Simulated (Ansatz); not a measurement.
C5H12S (`CCC(C)CS`), relaxed with RKS PBE-D4/def2-SVP in the Gaussian-basis code of Ansatz from a rough embedded geometry. The force threshold is 0.03 eV/Å; the program also tests the step.

The species carries charge 0 and has multiplicity 1.

Start:

```xyz
18

C     0.105    0.227   -2.158
C     0.387   -0.524   -0.863
C    -0.087    0.224    0.387
C    -1.611    0.266    0.482
C     0.464   -0.439    1.648
S     2.284   -0.371    1.774
H     0.532   -0.311   -3.002
H    -0.963    0.330   -2.330
H     0.547    1.221   -2.129
H     1.465   -0.686   -0.780
H    -0.094   -1.504   -0.896
H     0.290    1.253    0.343
H    -2.018   -0.743    0.508
H    -1.925    0.787    1.384
H    -2.033    0.787   -0.373
H     0.058    0.026    2.547
H     0.225   -1.502    1.662
H     2.374    0.958    1.797
```

Q: How much energy does the relaxation release, and in how many steps? (Estimate.)

A: Ansatz gave: 12.19 kJ/mol, in 3 steps.

Q: Which bonds change most? (Best estimate.)

A: Computed: S6–H18 from 1.332 to 1.364 Å; C4–H13 from 1.088 to 1.111 Å; C1–H8 from 1.087 to 1.110 Å; C1–H9 from 1.088 to 1.111 Å.

Q: Give the relaxed structure. (An estimate is asked.)

A: Computed: 
```xyz
18

C     0.090    0.223   -2.192
C     0.399   -0.508   -0.884
C    -0.085    0.213    0.386
C    -1.617    0.269    0.484
C     0.484   -0.430    1.663
S     2.314   -0.410    1.827
H     0.502   -0.324   -3.064
H    -1.000    0.340   -2.364
H     0.537    1.240   -2.197
H     1.496   -0.657   -0.792
H    -0.050   -1.528   -0.903
H     0.295    1.262    0.348
H    -2.048   -0.755    0.531
H    -1.948    0.815    1.392
H    -2.064    0.779   -0.392
H     0.039    0.035    2.567
H     0.221   -1.509    1.699
H     2.436    0.946    1.889
```
